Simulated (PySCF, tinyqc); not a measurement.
Inside a calculation. Method: RHF in the sto-3g basis, for HF, spin multiplicity 1. The lowest restricted solution is unstable here: a spin-polarised one lies 0.0760 hartree lower (PySCF). One step of it, computed by the program tinyqc.

Problem. Orthogonalisation. S = U s U^T; symmetric (Loewdin) form X = U s^(-1/2) U^T, so that X^T S X = 1.

overlap S:
```
           1F 1s     1F 2s    1F 2px    1F 2py    1F 2pz     2H 1s
1F 1s   1.000000  0.237990  0.000000  0.000000  0.000000  0.011146
1F 2s   0.237990  1.000000  0.000000  0.000000  0.000000  0.144761
1F 2px  0.000000  0.000000  1.000000  0.000000  0.000000  0.000000
1F 2py  0.000000  0.000000  0.000000  1.000000  0.000000  0.000000
1F 2pz  0.000000  0.000000  0.000000  0.000000  1.000000  0.136513
2H 1s   0.011146  0.144761  0.000000  0.000000  0.136513  1.000000
```

Give: eigenvalues of S; X.

Solution.

eigenvalues of S: 0.7162  0.8821  1.0000  1.0000  1.1071  1.2946

X:
```
          1F 1s    1F 2s  1F 2px  1F 2py   1F 2pz    2H 1s
1F 1s    1.0223  -0.1245  0.0000  0.0000  -0.0010   0.0080
1F 2s   -0.1245   1.0307  0.0000  0.0000   0.0078  -0.0760
1F 2px   0.0000   0.0000  1.0000  0.0000   0.0000   0.0000
1F 2py   0.0000   0.0000  0.0000  1.0000   0.0000   0.0000
1F 2pz  -0.0010   0.0078  0.0000  0.0000   1.0072  -0.0700
2H 1s    0.0080  -0.0760  0.0000  0.0000  -0.0700   1.0154
```
